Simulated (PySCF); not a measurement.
**Exercise with solution: chemical shift, span and skew from a shielding tensor**

SiH2, SMILES [SiH2] (connectivity only; charge and spin as stated), neutral, multiplicity 1. Atoms are numbered in the order given.

```xyz
3

Si     0.0000     0.0000     0.1354
H      0.0000    -1.0928    -0.9477
H      0.0000     1.0928    -0.9477
```
Charge 0, spin multiplicity 1.

The structure is a stationary point at PBE-D3(BJ)/def2-TZVPD. The isomer is the one that the SMILES or the coordinates give; other isomers of the formula were not compared.

GIAO shieldings from PySCF with PBE/pcSseg-2, non-relativistic, no solvent. The symmetric part of the tensor of Si1 has the principal values -1851.2, -262.1, 535.5 ppm. The same nucleus in TMS has σ = 324.1 ppm at this level (PySCF, at its B3LYP-D3(BJ)/def2-TZVP geometry).

### Question
Work out the isotropic shielding, the ²⁹Si shift against TMS, the span and the skew.

### Answer

σ(iso) = (σ11 + σ22 + σ33)/3 = -525.9 ppm. δ = σ(ref) − σ(iso) = 324.1 − (-525.9) = 850.0 ppm.
Span Ω = σ33 − σ11 = 2386.7 ppm. Skew κ = 3(σ(iso) − σ22)/Ω = -0.33. Tumbling in solution averages the tensor to δ; in a static solid the shielding alone would spread this spin-1/2 line over Ω.
